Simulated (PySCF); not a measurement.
# O2Si (silicon dioxide): the cost of one run

The runs use PySCF 2.14.0, with density-fitted response routines of our own; the level of theory stands in each step. All values are computed, except where a source is named. Atoms count from 0, in the outputs and in this text.

### Step 1. The molecule as given

3 atoms, charge 0, multiplicity 1; geometry from: GFN2-xTB.

Bonds of the start (Å): O0–Si1 1.49, Si1–O2 1.49.

### Step 2. Geometry optimisation at PBE0-D3(BJ)/def2-SVP

The job: settings as JSON, then the geometry in Å.

```
{"job": {"xc": "PBE0", "basis": "def2-SVP", "d3": "d3bj", "grid": 1, "kind": "geom"}, "charge": 0, "multiplicity": 1}
O     -1.481630     0.173150    -0.012270
Si     0.007570     0.101750    -0.008320
O      1.497020     0.030420    -0.004520
```

Run with:

```bash
> OMP_NUM_THREADS=1 python probes_run.py task.json out
```

The driver reads the jobs from task.json and runs them one after another.

Q: Estimate the wall time and peak memory of this first job on 1 thread of Arm Neoverse N1, shared host.

About 3.8 s, with a peak of 0.25 GiB.
